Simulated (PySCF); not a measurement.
# Gas-phase thermal properties of SiF4

Computed with PySCF (xtb for GFN2) and rigid-rotor harmonic-oscillator thermochemistry at 1 bar. Table values come from the NASA 1993 polynomials. 6-31G* has spherical d functions here. All species are closed-shell singlets. B3LYP is the form with VWN-RPA correlation. The harmonic model lacks anharmonicity and excited electronic states, which grow with temperature; levels with a mode under 35 cm⁻¹ are left out.

```
level           point group   σ  ZPE (kJ/mol)  S°298 (J/mol/K)  Cp298 (J/mol/K)  S°1000 (J/mol/K)  H1000 − H298 (kJ/mol)
--------------  -----------  --  ------------  ---------------  ---------------  ----------------  ---------------------
table                     -   -             -            282.8             73.6             392.3                   65.5
B3LYP/6-31G*             Td  12          33.2            284.4             74.0             394.0                   65.5
GFN2-xTB                 Td  12          29.8            297.2             78.0             409.1                   66.6
HF/6-31G*                Td  12          35.4            281.1             71.8             388.8                   64.6
PBE/def2-SVP             Td  12          31.7            287.1             75.6             398.0                   66.2
PBE0/def2-TZVP           Td  12          33.2            283.6             73.9             393.3                   65.5
```
σ: rotational symmetry number. Electronic degeneracy used: 1. Frequencies are unscaled.
